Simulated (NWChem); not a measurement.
AlF3 in NWChem

SMILES: [F][Al]([F])[F]
```xyz
4

Al     0.0000     0.0000     0.0000
F      0.0000     0.0000     1.6457
F      1.4252     0.0000    -0.8228
F     -1.4252     0.0000    -0.8228
```
Charge 0, spin multiplicity 1.

Program: NWChem. All single points use one geometry, from B3LYP/def2-SVP, a minimum by its harmonic frequencies.

Symmetry labels belong to the abelian group C2v used in the runs, with the axes of the coordinates shown; states degenerate in a higher group split over its labels.

The Pople sets run with spherical d functions. The structure started from a generated list of species.

Task: List the lowest 3 singlet excitations that TD-PBE/6-31+G* (spherical d) gives, with oscillator strengths.

Result: 
```json
[
 {"state": "1", "symmetry": "b1", "energy (eV)": "7.13", "wavelength (nm)": "174", "f": "0.000"},
 {"state": "2", "symmetry": "a2", "energy (eV)": "7.60", "wavelength (nm)": "163", "f": "0.000"},
 {"state": "3", "symmetry": "b2", "energy (eV)": "7.60", "wavelength (nm)": "163", "f": "0.000"}
]
```
